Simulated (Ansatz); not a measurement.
Compare A (`C#CC(=C)C`) with its isomer B (`CC1=CC=C1`).

Isolated molecules relaxed with PBE0-D4/def2-TZVP in Ansatz; ΔE leaves out vibrations. CCSD(T)/CBS is the MP2 limit (def2-TZVPP, def2-QZVPP) plus CCSD(T) − MP2 in def2-TZVPP, frozen cores. DFT in def2-TZVPP.

Question: Which isomer does CCSD(T)/CBS put lower? Give the gap. (Estimate.)

Answer: The calculation gave: A, by 31.3 kcal/mol.

Question: Give E(B) − E(A) in kcal/mol with PBE0-D4, B2PLYP, LDA (SPW92), MP2/def2-TZVPP, ωB97M-V, CCSD(T)/def2-TZVPP, CCSD/def2-TZVPP. (An estimate is asked.)

Answer: Computed: PBE0-D4 29.6, B2PLYP 35.7, LDA (SPW92) 26.5, MP2/def2-TZVPP 34.7, ωB97M-V 31.5, CCSD(T)/def2-TZVPP 31.8, CCSD/def2-TZVPP 32.8. None reverses the order clearly.

Question: Does the order hold for the free energy at 298.15 K (harmonic terms from PBE0-D4)? (An estimate is asked.)

Answer: Ansatz gave: Yes: G(B) − G(A) = +31.7 kcal/mol.

Largest T1 diagnostic: 0.012.

In def2-TZVPP, CCSD(T) changes the Hartree–Fock value by −7.7 kcal/mol (the triples alone add −1.0 kcal/mol) and MP2 by −4.7 kcal/mol. Leaving LDA and LC-ωPBE aside and taking each functional with its dispersion term where it has one, the values, not all of them listed here, spread over 6.5 kcal/mol, from PBE0-D4 to BLYP-D4. LDA lies −3.3 kcal/mol from PBE without D4.
